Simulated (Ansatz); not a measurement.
# FH2MgSi+ (SMILES [F][Mg][SiH2+]): single points off equilibrium

How do the functionals fare away from a minimum? The structure is a structure displaced at random from a GFN2-xTB minimum.

Computed with Ansatz 0.2.0, Gaussian basis. Level: single points in def2-TZVPP.

Cores are frozen in the correlated methods. The outer core shell of Li, Na, Mg and K is correlated. B3LYP uses VWN-RPA correlation.

### 1 Starting geometry

5 atoms, charge 1, spin multiplicity 1.

Atoms are counted from 1 here; the program's logs count them from 0.

Bond lengths: F1–Mg2 1.652 Å, Mg2–Si3 2.557 Å, Si3–H4 1.497 Å, Si3–H5 1.457 Å. Angles: F1–Mg2–Si3 178.0°, Mg2–Si3–H4 128.9°, Mg2–Si3–H5 125.8°, H4–Si3–H5 105.2°.

As a file:

```xyz
5
FH2MgSi
F    -0.1134   -2.2177    2.3298
Mg   -0.0593   -1.1006    1.1138
Si    0.0286    0.6924   -0.7075
H    -0.7570    0.7810   -1.9792
H     0.8875    1.8696   -0.7048
```

### 2 CCSD(T)/def2-TZVPP

run/in.yaml reads:

```yaml
crystal:
  periodic: [false, false, false]
  atoms:
    - {symbol: F, position_ang: [-0.113400, -2.217700, 2.329800]}
    - {symbol: Mg, position_ang: [-0.059300, -1.100600, 1.113800]}
    - {symbol: Si, position_ang: [0.028600, 0.692400, -0.707500]}
    - {symbol: H, position_ang: [-0.757000, 0.781000, -1.979200]}
    - {symbol: H, position_ang: [0.887500, 1.869600, -0.704800]}
basis:
  gaussian: {orbitals: def2-TZVPP}
total_charge: 1
correlation: {method: ccsd_t}
output: {forces: true}
```

No record of the launch command was kept for these runs.

### 3 PBE0-D4/def2-TZVPP

Edit run/in.yaml of step 2 so:

```diff
@@ -11,3 +11,3 @@
 total_charge: 1
-correlation: {method: ccsd_t}
-output: {forces: true}
+hamiltonian: {xc: pbe0, dispersion: d4}
+output: {forces: true, orbitals: {seedname: orbitals}}
```

### 4 wB97M-V/def2-TZVPP

Edit run/in.yaml of step 3 so:

```diff
@@ -11,3 +11,3 @@
 total_charge: 1
-hamiltonian: {xc: pbe0, dispersion: d4}
-output: {forces: true, orbitals: {seedname: orbitals}}
+hamiltonian: {xc: {name: wB97M-V}}
+output: {forces: true}
```

### 5 r2SCAN-D4/def2-TZVPP

Edit run/in.yaml of step 4 so:

```diff
@@ -11,3 +11,3 @@
 total_charge: 1
-hamiltonian: {xc: {name: wB97M-V}}
+hamiltonian: {xc: r2scan, dispersion: d4}
 output: {forces: true}
```

### 6 PBE-D4/def2-TZVPP

Edit run/in.yaml of step 5 so:

```diff
@@ -11,3 +11,3 @@
 total_charge: 1
-hamiltonian: {xc: r2scan, dispersion: d4}
+hamiltonian: {xc: pbe, dispersion: d4}
 output: {forces: true}
```

### 7 B3LYP-D4/def2-TZVPP

Edit run/in.yaml of step 6 so:

```diff
@@ -11,3 +11,3 @@
 total_charge: 1
-hamiltonian: {xc: pbe, dispersion: d4}
+hamiltonian: {xc: {name: B3LYP}, dispersion: d4}
 output: {forces: true}
```

### 8 BLYP-D4/def2-TZVPP

Edit run/in.yaml of step 7 so:

```diff
@@ -11,3 +11,3 @@
 total_charge: 1
-hamiltonian: {xc: {name: B3LYP}, dispersion: d4}
+hamiltonian: {xc: {name: BLYP}, dispersion: d4}
 output: {forces: true}
```

(Steps that only read results are left out.)

**Question.** What will these runs give? Wanted: energy less free atoms, CCSD(T)/def2-TZVPP; RMS force component; RMS force error; HOMO and LUMO, PBE0-D4; T1 diagnostic.

**Answer**, as computed:

| quantity | value |
| --- | --- |
| energy less free atoms, CCSD(T)/def2-TZVPP | -495.0 kJ/mol |
| RMS force component | 0.660 to 0.840 eV/Å over the methods |
| RMS force error | PBE0-D4 0.059, wB97M-V 0.055, r2SCAN-D4 0.045, PBE-D4 0.213, B3LYP-D4 0.045, BLYP-D4 0.208 eV/Å |
| HOMO and LUMO, PBE0-D4 | -14.36 and -9.78 eV |
| T1 diagnostic | 0.012 |

Against CCSD(T) the functionals' energies less atoms differ by -32.0 to +0.8 kJ/mol, PBE-D4 by -17.4 kJ/mol. CCSD(T) in triple zeta still lacks some correlation energy of the bonds, so part of these gaps is its own basis error and they don't rank the functionals. For forces B3LYP-D4 does best and PBE-D4 worst. Frozen-core CCSD(T) forces in triple zeta carry basis errors of their own, and this is one geometry, so small gaps rank nothing.
